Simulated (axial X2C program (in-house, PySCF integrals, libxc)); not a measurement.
## Working with the constants of LiP⁺

A bond curve at the CCSD(T) level, 2c, was computed with an axial X2C code built on PySCF integrals (basis P dyall-v3z [8s7p2d1f], Li dyall-cv3z [7s8p2d] (cores contracted in-house)) for the state Ω = 3/2 (⟨Sz⟩ = 1.50, ⟨Lz⟩ = 0.00 at HF). Its fit gives Re = 2.6914 Å, ωe = 241.1 cm⁻¹, ωexe = 4.51 cm⁻¹ and αe = 9.897e-03 cm⁻¹; the masses are 30.9738 and 7.0160 u. Two-component means X2C with spin–orbit coupling and atomic mean-field Coulomb and Gaunt terms.

Correlated methods: 5 electrons correlated (number of frozen shells: P 2 s, 1 p; Li 1 s), 143 virtual spin orbitals or spinors in MP2, 50 natural virtuals in coupled cluster.

(1) Find the reduced mass, Be and the force constant.

(2) A Morse curve ties αe to the other constants (Pekeris). How well does that hold?

(3) Estimate the centrifugal constant by the Kratzer relation.

(4) Where do the fundamental and the first overtone lie?

(5) Estimate De from a Morse curve and compare with the computed well depth of 0.375 eV to P + Li+.

One determinant describes the state; a PBE0 search over occupations chose it and may have missed a lower one. De is counted from the lowest determinant-based energies of the atoms at the same level, without counterpoise correction. Coupled cluster ran in a truncated set of natural virtual spinors; the MP2 energy of the rest was added. (T) has no such correction and the atoms are truncated less, which lowers De at CCSD(T) by a hundredth of an eV or more. With several unpaired electrons one determinant need not be a pure state. This is the top spin component of a Σ state; components of lower Ω are not single determinants and can lie lower.

## Answers

(1) From the CCSD(T) values: μ = 5.7203 u. Be = 16.8576/(μ Re²) = 0.4068 cm⁻¹. k = 5.8918×10⁻⁷ μ ωe² = 0.196 mdyn/Å.

(2) αe(Morse) = 6Be²/ωe × (√(ωexe/Be) − 1) = 9.595e-03 cm⁻¹; the CCSD(T) curve gives 9.897e-03 cm⁻¹, a ratio of 0.97.

(3) D = 4Be³/ωe² = 4.63e-06 cm⁻¹.

(4) ν(1←0) = ωe − 2ωexe = 232.1 cm⁻¹; ν(2←0) = 2ωe − 6ωexe = 455.1 cm⁻¹.

(5) De(Morse) = ωe²/(4ωexe) = 0.400 eV against 0.375 eV computed, a ratio of 1.07. For De the Morse form works well here.
